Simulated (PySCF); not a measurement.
He (helium, neutral): Hartree-Fock from Schrödinger to Dirac-Coulomb-Breit

Occupied: 1s1/2. Hartree-Fock calculated with PySCF 2.14 in an even-tempered Gaussian basis (16 s from 0.02 bohr⁻², ratio 2.7; 9 p from 0.024 bohr⁻², ratio 2.7), Gaussian nucleus throughout. NR is non-relativistic, sf-X2C the spin-free one-electron X2C Hamiltonian, X2C adds the bare one-electron spin-orbit term, X2C-SNSO screens it by Boettger's factors, DC is four-component Dirac-Coulomb, and the Gaunt and Breit terms are added at first order (total energies over the DC spinors, levels after relaxing the spinors in that mean field). QED terms are absent.

```tsv
Hamiltonian	E (hartree)
NR	-2.8617
sf-X2C	-2.8618
X2C	-2.8618
X2C-SNSO	-2.8618
DC	-2.8618
DC+Gaunt	-2.8617
DC+Breit	-2.8617
```

```
level (eV)       NR   sf-X2C      X2C  X2C-SNSO       DC  DC+Gaunt  DC+Breit
     1s1/2  -24.979  -24.979  -24.979   -24.979  -24.980   -24.978   -24.978
```

Task: How large are the two-electron picture-change error of X2C and the Breit correction in the total energy?

Result: X2C-1e lies 0.0000 hartree above Dirac-Coulomb; Gaunt adds 0.0001 and the full Breit term 0.0001 hartree.

Weight of the small component: 1s1/2 3.81e-05.

Koopmans' value for the highest occupied level at DC+Breit: 24.978 eV, against an ionisation energy of 24.587 eV (measured; NIST Atomic Spectra Database, ionization energies); the former lacks relaxation, correlation, QED and recoil.

The whole ladder took 24 s of wall time on 1 thread of Neoverse-N1 (shared host), launched as `OMP_NUM_THREADS=1 python relrun2.py TASK.json OUT` (a driver that calls PySCF for each Hamiltonian).
